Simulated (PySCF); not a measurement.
Zinc-blende GaN (metastable phase) was calculated with MP2 (GTH pseudopotentials, Gaussian basis, DZ basis; PySCF).

The same calculation (at a fixed cell, not relaxed at this level and not confirmed as the measured one, 11.566 Å³/atom) with different numerical settings:

| run | k mesh | correlation energy (eV/atom) | total energy (eV/atom) |
|---|---|---|---|
| 1 | 2×2×2 | -3.7867 | -1174.3932 |
| 2 | 3×3×3 | -4.0259 | -1174.8322 |
| 3 | 4×4×4 | -4.0941 | -1174.8736 |

In the column total energy (eV/atom) the first row differs from the last by +0.4804 and the next to last by +0.0414.

The last row is no converged limit: other settings stay fixed.
